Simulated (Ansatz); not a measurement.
# C2H4FN: the cost of one run

Program: Ansatz 0.2.0, Gaussian basis. Level of theory: unrestricted cation, the program's frozen cores in correlated methods. These are calculated values, not measurements.

Levels to be run: UKS PBE-D4/def2-TZVPP; UKS r2SCAN-D4/def2-TZVPP; UKS PBE0-D4/def2-TZVPP; UKS B3LYP-D4/def2-TZVPP; UKS wB97X-V/def2-TZVPP; UKS wB97M-V/def2-TZVPP; UKS B2PLYP/def2-TZVPP; UHF-MP2/def2-TZVPP; UHF-MP2/def2-QZVPP; then −ε(HOMO) from the neutral's earlier runs with LDA (SPW92), PBE-D4, revPBE-D4, BLYP-D4, r2SCAN-D4, B97M-V, PBE0-D4, B3LYP-D4, r2SCANh-D4, r2SCAN0-D4, HSE06-D4, BHLYP-D4, CAM-B3LYP-D4, LC-ωPBE, ωB97X-V, ωB97M-V.

1 further run of the same task is left out (it didn't finish).

## Step 1: The geometry

The geometry comes from an earlier relaxation with PBE0-D4 in a triple-zeta def2 set; it is a stationary point, not always the lowest conformer.

SMILES `CC(=N)F`, 8 atoms, charge 0, spin multiplicity 1.

Atoms are counted from 1 here; the program's logs count them from 0.

Bond lengths: C1–C2 1.488 Å, C1–H5 1.088 Å, C1–H6 1.092 Å, C1–H7 1.092 Å, C2–N3 1.247 Å, C2–F4 1.341 Å, N3–H8 1.015 Å. Angles: C2–C1–H5 111.2°, C2–C1–H6 109.7°, C2–C1–H7 109.7°, H5–C1–H6 109.4°, H5–C1–H7 109.4°, H6–C1–H7 107.3°, C1–C2–N3 132.0°, C1–C2–F4 110.6°, N3–C2–F4 117.4°, C2–N3–H8 110.7°.

## Step 2: Cation, UKS PBE-D4/def2-TZVPP

File in.yaml:

```yaml
crystal:
  periodic: [false, false, false]
  atoms:
    - {symbol: C, position_ang: [-0.246744, 0.732412, -0.287282]}
    - {symbol: C, position_ang: [0.491441, -0.429375, 0.278409]}
    - {symbol: N, position_ang: [0.166295, -1.620854, 0.450446]}
    - {symbol: F, position_ang: [1.725795, -0.065302, 0.654014]}
    - {symbol: H, position_ang: [-1.250547, 0.447964, -0.597181]}
    - {symbol: H, position_ang: [-0.308720, 1.527713, 0.458869]}
    - {symbol: H, position_ang: [0.298437, 1.132696, -1.144958]}
    - {symbol: H, position_ang: [-0.783858, -1.782254, 0.131984]}
basis:
  gaussian: {orbitals: def2-TZVPP}
total_charge: 1
magnetization: {spin_polarized: true, initial_magnetization: 1}
hamiltonian: {xc: pbe, dispersion: d4}
```

Run with:

```console
$ ansatz run in.yaml --threads 2 --pin off --events-out ev --progress --plain --max-ram 4352MiB
```

**Question.** How long does this run take on 2 threads of Arm Neoverse V1, shared host, and how much memory does it need?

About 7.5 s, with a peak of 0.37 GiB.
